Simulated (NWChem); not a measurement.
Species: C3H4, triplet; SMILES of the neutral closed-shell parent C#CC

```xyz
7

C      0.0801    -1.1455     0.0000
C     -0.4808     0.2129     0.0000
C      0.0970     1.4136     0.0000
H     -0.2369    -1.7096    -0.8926
H     -0.2369    -1.7096     0.8926
H      1.1884    -1.1064     0.0000
H      1.1747     1.6557     0.0000
```
Atoms are numbered in this order, from 1.

Results from NWChem. Spin-unrestricted. In the optimisation the excess spin sits in a' (Cs, its own frame). The geometry was optimised at PBE0/def2-SVP, spin-unrestricted. The spin multiplicity was typed, not searched, and may not be the lowest. No stability test was run on the SCF state. Level: PBE0/def2-SVP with SMD (1 M gas to 1 M solution), gas-phase geometry. Reactions with the solvent are ignored.

Question: Among these, which solvent gives the highest value of “cavity-dispersion-structure term (kcal/mol)”?
A) water
B) chloroform
C) ethanol
D) chlorobenzene

Answer: A, water. Values: chloroform -0.1; chlorobenzene -0.1; ethanol 1.5; water 4.0
